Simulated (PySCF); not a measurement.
Species: C₃H₂FNS.
SMILES: `Fc1cscn1`

Computed with EOM-IP-CCSD/aug-cc-pVDZ in PySCF, restricted Hartree–Fock reference, frozen core, non-relativistic, gas phase, PBE0-D3(BJ)/def2-SVP geometry.

The vertical ionisation energies are 9.41, 10.69, 10.75, 13.21, 14.00, 14.61, 15.10, 16.74 eV.

Question: Which Hartree–Fock orbital leads each hole, and what is its Koopmans value −ε?

Answer: 
| leading hole (HF orbital) | Koopmans (eV) | EOM-IP-CCSD (eV) | change (eV) | one-hole share |
| --- | --- | --- | --- | --- |
| HOMO | 9.50 | 9.41 | -0.09 | 0.96 |
| HOMO-1 | 11.17 | 10.69 | -0.48 | 0.94 |
| HOMO-2 | 12.42 | 10.75 | -1.67 | 0.94 |
| HOMO-3 | 14.49 | 13.21 | -1.28 | 0.95 |
| HOMO-4 | 15.59 | 14.00 | -1.59 | 0.91 |
| HOMO-5 | 15.94 | 14.61 | -1.33 | 0.95 |
| HOMO-6 | 17.45 | 15.10 | -2.35 | 0.94 |
| HOMO-7 | 19.02 | 16.74 | -2.28 | 0.94 |

Question: Does the order of the lines follow the orbital energies?

Answer: Yes, no two lines change places. The corrections run from -2.35 to -0.09 eV, with a mean of -1.38 eV over the 8 lines; no line lies above its Koopmans value.

Question: At what kinetic energies would He I light (21.22 eV) eject these electrons?

Answer: 11.81 eV (HOMO), 10.53 eV (HOMO-1), 10.47 eV (HOMO-2), 8.01 eV (HOMO-3), 7.22 eV (HOMO-4), 6.61 eV (HOMO-5), 6.12 eV (HOMO-6), 4.48 eV (HOMO-7).

Question: What total energy has the lowest final state, and which wavelength reaches it?

Answer: E(CCSD) + ionisation energy = -667.12541 + 0.34578 = -666.77963 Eh, at the geometry of the initial state. The threshold wavelength is 1239.84 eV nm/9.41 eV = 131.8 nm.

Lines less than 0.15 eV apart could change places at a higher level. One root was sought for each valence orbital with −ε under 21 eV, eight at most, so deeper holes and satellites are missing; no vibrational structure.

The run took 4.2 min of wall time on an x86-64 server with one thread (shared host).
